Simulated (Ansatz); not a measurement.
# BFH4O: the cost of one run

Program: Ansatz 0.2.0. Level of theory: RKS B3LYP/def2-SVP. These are calculated values, not measurements.

### Step 1. Starting point

Bond lengths: B1–O2 1.760 Å, O2–H3 1.010 Å, B1–H4 1.190 Å, B1–F5 1.320 Å. Angles: B1–O2–H3 109.5°, O2–B1–H4 120.0°, O2–B1–F5 120.0°, H4–B1–F5 120.0°.

Coordinates:

```xyz
7

B     0.0000    0.0000    0.0000
O     0.0000    0.0000    1.7600
H    -0.9095   -0.2814    2.0971
H     1.0305    0.0000   -0.5950
F    -1.1431    0.0000   -0.6600
H     0.0668    1.4124    0.4698
H     0.0544    1.1498    1.3187
```

### Step 2. A restrained relaxation towards end A

Springs on the bonds that form and break draw the guess towards this end; the thresholds are loose.

File input.yaml:

```yaml
crystal:
  periodic: [false, false, false]
  atoms:
    - { symbol: B, position_ang: [0.0, 0.0, 0.0] }
    - { symbol: O, position_ang: [0.0, 0.0, 1.76] }
    - { symbol: H, position_ang: [-0.9095, -0.2814, 2.0971] }
    - { symbol: H, position_ang: [1.0305, 0.0, -0.595] }
    - { symbol: F, position_ang: [-1.1431, 0.0, -0.66] }
    - { symbol: H, position_ang: [0.0668, 1.4124, 0.4698] }
    - { symbol: H, position_ang: [0.0544, 1.1498, 1.3187] }
basis:
  gaussian: { orbitals: def2-SVP }
hamiltonian:
  xc: b3lyp
relax:
  f_tol: 0.15
  max_steps: 25
  restrain:
    - { distance: [0, 5], at: 2.39, k: 30.0 }
    - { distance: [6, 1], at: 2.21, k: 30.0 }
    - { distance: [0, 1], at: 1.41, k: 30.0 }
    - { distance: [6, 5], at: 0.66, k: 30.0 }
```

The run is started by

```sh
$ ansatz run input.yaml --threads 1 --pin off --max-ram 2048MiB --backend cpu --events-out ev --progress --plain --runs-dir out
```

What time and memory should one allow on 1 thread of Arm Neoverse V1, shared host?

About 13 s, with a peak of 0.12 GiB.
